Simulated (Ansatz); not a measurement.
**1T (CdI2-type) PtSe₂**

Level of theory: r²SCAN+rVV10 in Ansatz (plane waves, PAW).

Cell: relaxed at this level.

- interlayer binding energy = 22.9 meV/Å²
- layer repeat distance = 5.263 Å
- gap between the layers = 2.666 Å

Spin–orbit coupling is not included.

The computed numbers hold no vibrational or temperature effects.

The result took very roughly 7 core-minutes.

Ansatz is a quantum-chemistry and plane-wave program.
